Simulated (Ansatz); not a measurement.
A structure relaxed at PBE0-D4/def2-TZVP, charge 0, multiplicity 1:

```json
{"atom": "C1", "x (Å)": "0.4972", "y (Å)": "1.3047", "z (Å)": "0.6245"}
{"atom": "C2", "x (Å)": "0.3770", "y (Å)": "0.0750", "z (Å)": "-0.2635"}
{"atom": "C3", "x (Å)": "1.2704", "y (Å)": "-1.0493", "z (Å)": "0.2421"}
{"atom": "C4", "x (Å)": "-1.0592", "y (Å)": "-0.4245", "z (Å)": "-0.3604"}
{"atom": "S5", "x (Å)": "-2.1229", "y (Å)": "0.8245", "z (Å)": "-1.1445"}
{"atom": "H6", "x (Å)": "-0.1149", "y (Å)": "2.1327", "z (Å)": "0.2616"}
{"atom": "H7", "x (Å)": "0.1735", "y (Å)": "1.0746", "z (Å)": "1.6447"}
{"atom": "H8", "x (Å)": "1.5335", "y (Å)": "1.6473", "z (Å)": "0.6719"}
{"atom": "H9", "x (Å)": "0.7026", "y (Å)": "0.3445", "z (Å)": "-1.2759"}
{"atom": "H10", "x (Å)": "1.2220", "y (Å)": "-1.9254", "z (Å)": "-0.4094"}
{"atom": "H11", "x (Å)": "0.9713", "y (Å)": "-1.3610", "z (Å)": "1.2478"}
{"atom": "H12", "x (Å)": "2.3124", "y (Å)": "-0.7250", "z (Å)": "0.2928"}
{"atom": "H13", "x (Å)": "-1.0928", "y (Å)": "-1.3361", "z (Å)": "-0.9596"}
{"atom": "H14", "x (Å)": "-1.4407", "y (Å)": "-0.6510", "z (Å)": "0.6391"}
{"atom": "H15", "x (Å)": "-3.2293", "y (Å)": "0.0689", "z (Å)": "-1.2112"}
```

Problem. Give its formula and SMILES.

Solution. C4H10S, `CC(C)CS`.

Problem. Point group (tolerance 0.08 Å, 0.16 Å for H)?

Solution. C1.

Problem. Summarise the bond lengths by kind.

Solution. 3 × C–C 1.522 to 1.524 Å; 9 × C–H 1.091 to 1.097 Å; 1 × C–S 1.818 Å; 1 × H–S 1.341 Å.

Results of the Gaussian-basis code of Ansatz.
